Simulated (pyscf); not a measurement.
F–Bi(F)–F + ammonia (NH₃) → H₂N–Bi(F)–F + hydrogen fluoride (HF), a four-centre exchange (singlet surface; Bi–F, H–N broken, Bi–N, F–H formed). PySCF, gas phase, ωB97X-D3(BJ)/def2-SVP geometries. Energies in kcal/mol from the separated reactants.

Small-basis levels: PySCF, no dispersion term, spherical d functions. AM1 to PM7: differences of heats of formation from MOPAC, which are fitted to 298 K values and so differ in kind from electronic energies by zero-point and thermal terms. GFN2-xTB: tblite. Cost: rough CPU time at the saddle relative to B3LYP/6-31G*+LANL2DZ, from one job on a shared machine.

```
level                      barrier  reaction energy        cost
----------------------  ----------  ---------------  ----------
MP2/6-31G*+LANL2DZ             6.5            +23.0         0.2
B3LYP/LANL2DZ                 -7.3            +17.3         0.8
B3LYP/6-31G*+LANL2DZ    (withheld)            +23.4           1
GFN2-xTB                (withheld)            +12.5  under 0.02
AM1                           25.5            -22.9  under 0.02
PM3                           31.1             -7.0  under 0.02
PM7                           17.1             +5.2  under 0.02
ωB97M-D3(BJ)/def2-TZVP  (withheld)            +16.0           –
```

### Question
Some entries are withheld; supply them.

### Answer

- B3LYP/6-31G*+LANL2DZ, barrier: 4.4
- GFN2-xTB, barrier: 1.3
- ωB97M-D3(BJ)/def2-TZVP, barrier: 3.7

Against the last row the barrier runs from -11.1 (B3LYP/LANL2DZ) to +27.3 kcal/mol (PM3). ωB97M-D3(BJ)/def2-TZVP has limits of its own. On the reactant side the descent ends in an adduct with a Bi–N contact, 16.2 kcal/mol under the separated species and 17.6 kcal/mol under the saddle at ωB97X-D3(BJ)/def2-TZVP. On the product side the descent ends in a bound adduct, 14.6 kcal/mol under the separated species and 0.9 kcal/mol under the saddle at ωB97X-D3(BJ)/def2-TZVP. At ωB97M-D3(BJ) the saddle lies under the separated products, which points to a path from their complex (located at ωB97X-D3(BJ) alone), and parting the products costs more than the saddle. What is counted as formed (Bi–N) is already present as a longer contact in the reactant adduct; forming that adduct is a step of its own. At ωB97X-D3(BJ)/def2-TZVP the barrier from the zero used here is 1.4 kcal/mol. One saddle was located; it need not be the lowest between these sides. In the def2 sets elements past Kr carry core potentials, without spin-orbit coupling.
